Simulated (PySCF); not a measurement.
## Removing an electron from N-methylmethanimine

Species: N-methylmethanimine, C2H5N.
Structure used (PBE0-D3(BJ)/def2-TZVP), in Å, numbered top down from 1:
```
atom  x, y, z in Å
C1     1.2019    0.1676    0.4950
N2     0.3181   -0.6852    0.2274
C3    -0.9154   -0.2203   -0.3501
H4     2.1445   -0.1585    0.9334
H5     1.0762    1.2444    0.3102
H6    -0.9509    0.8689   -0.4983
H7    -1.0679   -0.7173   -1.3117
H8    -1.7459   -0.5211    0.2939
```

Level: wB97X-D/aug-cc-pVTZ (PySCF). Frontier orbitals with their largest atomic shares (Löwdin; up to four atoms above 4 %):

```
orbital  ε (eV)                          main atoms
 HOMO−3  -14.26  C3 41 %, N2 20 %, H7 13 %, H8 13 %
 HOMO−2  -12.61   C3 33 %, C1 19 %, N2 11 %, H6 9 %
 HOMO−1  -10.63   N2 34 %, C1 30 %, C3 17 %, H7 5 %
   HOMO   -9.29                                   ?
   LUMO    0.88  H5 26 %, H6 20 %, H4 19 %, H8 14 %
 LUMO+1    1.18   H4 39 %, H7 16 %, H8 15 %, C1 8 %
 LUMO+2    1.19  C1 34 %, C3 17 %, N2 16 %, H8 13 %
```

Task: What vertical ionisation energy does ΔSCF give, and how far is −ε(HOMO) from it?

Result: ΔSCF: 9.80 eV (946 kJ/mol; threshold wavelength 126 nm); ⟨S²⟩ of the doublet left behind is 0.763, against 0.75 for a pure doublet. −ε(HOMO) is 9.29 eV, 0.51 eV below it. For the exact functional −ε(HOMO) would equal the first vertical ionisation energy; wB97X-D (range-separated hybrid) falls short of its own ΔSCF value by 5 %.

Task: On which atoms does the HOMO lie?

Result: N2 (imine nitrogen) 56 %, C1 (imine carbon) 17 %, C3 (N-methyl carbon) 12 %, H5 (hydrogen on a C=N carbon) 5 %, so more than half of it is on one atom. The HOMO−1 lies 1.34 eV lower.

Task: What total energies stand behind the ΔSCF value?

Result: E(N) = -133.94234 Eh and E(N − 1) = -133.58208 Eh at the same geometry, 0.36026 Eh apart.

Task: With α = 36.1 au, estimate the like-pair dispersion coefficient by London's formula C6 = (3/4)α²I.

Result: I = 0.3603 Eh, so C6 ≈ 352 au, a rough estimate.

Task: How many of the 10 lowest singlet excitations (vertical TDDFT, same level) lie below the ionisation energy?

Result: All 10; they run from 5.00 to 8.58 eV.

Isolated species at its PBE0-D3(BJ)/def2-TZVP geometry, gas phase.

Note: wB97X-D ran without an empirical dispersion term, which enters the total energy and its gradient alone.
